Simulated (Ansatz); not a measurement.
Input file:

```yaml
crystal:
  periodic: [false, false, false]
  atoms:
    - {symbol: Nb, position_ang: [0.000000, 0.000000, 0.000000]}
    - {symbol: N, position_ang: [0.000000, 0.000000, 1.644600]}
basis:
  gaussian: {orbitals: def2-SVP}
magnetization: {spin_polarized: false}
correlation: {method: ccsd, electrons: valence, diis_vectors: 12}
output: {forces: true}
```

```sh
$ ansatz run in.yaml --threads 1 --pin off --events-out ev --progress --plain --max-ram 2393MiB
```

The program prints:

```
469 factors; integrals over basis functions are off by at most 1.0e-3 eV
mean field evaluation 1: about -2998.4741 eV, gradient 6.9e1 eV
mean field evaluation 2: about -2998.4811 eV, gradient 6.9e1 eV
mean field evaluation 4: about -3009.8215 eV, gradient 4.1e0 eV
mean field evaluation 8: about -3009.8996 eV, gradient 1.7e-1 eV
mean field evaluation 16: about -2970.5274 eV, gradient 1.3e2 eV
mean field evaluation 32: about -3009.8685 eV, gradient 2.9e-4 eV
mean field evaluation 64: about -3005.9983 eV, gradient 1.0e0 eV
mean field evaluation 96: about -3009.7627 eV, gradient 5.8e-1 eV
mean field evaluation 128: about -3005.1631 eV, gradient 1.2e1 eV
mean field evaluation 160: about -3000.2190 eV, gradient 1.1e-3 eV
...
mean field evaluation 672: about -3010.8538 eV, gradient 1.2e-2 eV
mean field evaluation 704: about -3009.9000 eV, gradient 6.9e-2 eV
mean field evaluation 736: about -3011.1050 eV, gradient 1.5e0 eV
mean field evaluation 768: about -3011.3071 eV, gradient 7.1e-1 eV
mean field evaluation 800: about -3008.8120 eV, gradient 2.1e0 eV
mean field evaluation 832: about -3009.5807 eV, gradient 5.0e0 eV
determinant -3009.90014708 eV, -110.6117902218 hartree, with singles and doubles -3022.64971822 eV, -111.0803283189 hartree
determinant -3009.86853153 eV, -110.6106283717 hartree, with singles and doubles -3021.78308213 eV, -111.0484800300 hartree
determinant -3009.76565258 eV, -110.6068476400 hartree, with singles and doubles -3022.44493736 eV, -111.0728027613 hartree
determinant -3005.99248251 eV, -110.4681861974 hartree, with singles and doubles -3017.78289910 eV, -110.9014760153 hartree
determinant -3002.99332609 eV, -110.3579692318 hartree, with singles and doubles -3013.53033429 eV, -110.7451971410 hartree
determinant -3009.90014708 eV, -110.6117902218 hartree, with singles and doubles -3022.64930437 eV, -111.0803131102 hartree
determinant -3009.76565258 eV, -110.6068476400 hartree, with singles and doubles -3021.98485721 eV, -111.0558951275 hartree
determinant -3009.76565258 eV, -110.6068476400 hartree, with singles and doubles -3022.44493639 eV, -111.0728027256 hartree
determinant -3009.76565258 eV, -110.6068476400 hartree, with singles and doubles -3021.98485933 eV, -111.0558952056 hartree
unrestricted determinant -3011.34118705 eV, -110.6647474636 hartree, S^2 1.2400
1 core orbitals not correlated: weight in the atoms' cores, before any rotation towards them, 1.000 or more for the frozen orbitals, at most 0.000 for the correlated occupied ones
reference -3009.90014708 eV, -110.6117902218 hartree; 9, 9 occupied and 35, 35 virtual orbitals, 469 factors
second order -13.93393655 eV of doubles, -0.00000000 eV of singles
cycle   1  -12.74914156 eV  change    1.6e-5 eV  update   2.4e-6
cycle   2  -12.74914679 eV  change   -5.2e-6 eV  update   1.2e-6
cycle   3  -12.74914569 eV  change    1.1e-6 eV  update   7.2e-7
cycle   4  -12.74914566 eV  change    3.2e-8 eV  update   1.9e-7
the calculation of the forces begins
Total energy: -3022.64929275 eV, -111.0803126831 hartree
Atom 0 at     0.000000     0.000000     0.000000 Å, force    -0.000000    -0.000000    -0.527001 eV/Å
Atom 1 at     0.000000     0.000000     1.644600 Å, force    -0.000000     0.000000     0.527000 eV/Å
Dipole moment:    -0.000000     0.000000    -0.416103 e Å
```

Forces (eV/Å):
```
Nb   0.000  0.000 -0.527
N    0.000  0.000  0.527
```

Ran on 1 thread of Intel Xeon, shared host: 45 s wall, 0.15 GiB peak host memory.
